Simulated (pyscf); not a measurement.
# Four-centre exchange: `[CH3][AlH2]` + `[OH][SiH3]` → `[CH4]` + `[AlH2][O][SiH3]`

Gas phase, singlet surface, charge 0. Bonds broken: C1–Al2, O8–H10. Bonds formed: C1–H10, Al2–O8. Single points on ωB97X-D3(BJ)/def2-SVP structures (PySCF, gas phase).

Transition state (Å):

```xyz
13

C     -1.9801    -1.7892    -0.3334
Al    -1.7032     0.2036    -0.9991
H     -1.7171    -2.4617    -1.1649
H     -3.0803    -1.6807    -0.3006
H     -1.7490    -2.3287     0.6036
H     -2.7906     1.1960    -0.4009
H     -1.2913     0.2311    -2.5297
O     -0.2290     0.0506     0.1725
Si     0.7681     0.7761     1.3141
H     -0.8622    -0.9340     0.1697
H      0.1211     0.7224     2.6548
H      2.0666     0.0515     1.3614
H      0.9774     2.1889     0.9002
```

One imaginary mode, 1292i cm⁻¹; descent along it reached the two sides named, in the forms told below.

```
bond    change  reactant side (Å)  saddle  product side
------  ------  -----------------  ------  ------------
C1–Al2  breaks              1.970   2.119           2.8
O8–H10  breaks              0.965   1.171         2.488
C1–H10   forms                3.5   1.495         1.103
Al2–O8   forms              1.989   1.889         1.708
```

Electronic energies relative to the separated reactants (kcal/mol):

```csv
level,barrier,reaction energy,reverse barrier
ωB97X-D3(BJ)/def2-TZVP,-5.9,-41.3,35.4
PBE/def2-TZVP,-6.7,-38.9,32.2
r²SCAN/def2-TZVP,-8.4,-41.9,33.4
B3LYP-D3(BJ)/def2-TZVP,-5.3,-42.7,37.3
PBE0-D3(BJ)/def2-TZVP,-7.2,-39.7,32.5
M06-2X/def2-TZVP,-6.4,-42.5,36.1
ωB97M-D3(BJ)/def2-TZVP,-4.3,-41.1,36.7
HF/def2-TZVP,9.4,-45.4,54.8
```

With ωB97M-D3(BJ)/def2-TZVP energies and thermal terms (ideal gas, 1 atm, RRHO with modes under 100 cm⁻¹ raised to 100, one conformer, R ln 2 for chiral ones without a mode under 150 cm⁻¹), in kcal/mol:

```csv
T (K),ΔH‡,ΔG‡,ΔH,ΔG
298,-5.4,6.5,-39.9,-38.2
600,-5.2,18.5,-40.4,-36.3
900,-4.6,30.3,-40.7,-34.2
1200,-3.9,41.8,-40.9,-32.0
```

On the reactant side the descent ends in an adduct with a Al–O contact, 22.5 kcal/mol under the separated species and 16.5 kcal/mol under the saddle at ωB97X-D3(BJ)/def2-TZVP. At ωB97X-D3(BJ)/def2-TZVP, PBE, r²SCAN, B3LYP-D3(BJ), PBE0-D3(BJ), M06-2X, ωB97M-D3(BJ) the saddle lies under the separated reactants, which points to a path from their complex (located at ωB97X-D3(BJ) alone). What is counted as formed (Al–O) is already present as a longer contact in the reactant adduct; forming that adduct is a step of its own. At the saddle there is also a short Al–H contact that neither side keeps. The same reactants have a lower exit, to H₃C–AlH–OH + SiH₄ (barrier -10.4 kcal/mol at ωB97M-D3(BJ)/def2-TZVP, against -4.3 kcal/mol here). This is the saddle that the search found; another between the same sides may lie lower.
